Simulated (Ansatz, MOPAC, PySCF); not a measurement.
Complex: C2H2 (SMILES C#C) (first 4 atoms) with H2O (SMILES O); geometry from S66by8 set.
(charge 0, multiplicity 1):
| atom | x (Å) | y (Å) | z (Å) |
|---|---|---|---|
| C | -1.9285 | 0.0779 | 0.0610 |
| H | -0.8626 | 0.0476 | 0.0364 |
| C | -3.1403 | 0.1117 | 0.0883 |
| H | -4.2009 | 0.1420 | 0.1129 |
| O | 3.5966 | -0.1236 | -0.0973 |
| H | 4.1670 | -0.7134 | 0.3997 |
| H | 4.1686 | 0.2274 | -0.7827 |

Monomers are frozen at their geometry in the pair; levels with a basis set take the counterpoise correction. Rows marked so take none.

Cores are frozen in the correlated methods. CBS: X⁻³ extrapolation of the correlation energy, Hartree–Fock from the larger set. Rows in 3-21G, 6-31G*, STO-3G carry no dispersion term and start afresh at each structure (6-31G* with six Cartesian d functions). MP2/6-31G* freezes PySCF's default core. The state that AM1, PM7 reach isn't checked; PM7 holds dispersion and hydrogen-bond terms.

The values were computed with Ansatz (a first-principles code) with Gaussian orbitals; MOPAC for AM1, PM7 (differences of heats of formation); PySCF for 3-21G rows, 6-31G* rows, STO-3G rows, the dispersion terms. Each number belongs to the level named beside it.

Other levels give for the interaction energy: PBE/def2-TZVPPD -18.0; B3LYP/def2-TZVPPD -17.6; B3LYP-D3(BJ)/def2-TZVPPD -19.4; wB97M-V/def2-TZVPPD -20.3; CCSD(T)/CBS(aug-cc-pVDZ, aug-cc-pVTZ) -20.0 meV.

Common cheap choices:

| level | interaction energy (meV) | less -19.9 (computed benchmark interaction energy, Řezáč et al., J. Chem. Theory Comput. 7, 2427 (2011), S66x8) |
|---|---|---|
| AM1 | -10.3 | 9.7 |
| PM7 | -10.5 | 9.5 |
| HF/STO-3G (no counterpoise) | -10.7 | 9.3 |
| HF/6-31G* | -22.6 | -2.7 |
| HF/6-31G* (no counterpoise) | -23.2 | -3.2 |
| BP86/6-31G* (no counterpoise) | -19.5 | 0.4 |
| B3LYP/3-21G (no counterpoise) | -21.4 | -1.5 |
| MP2/6-31G* | -21.0 | -1.1 |
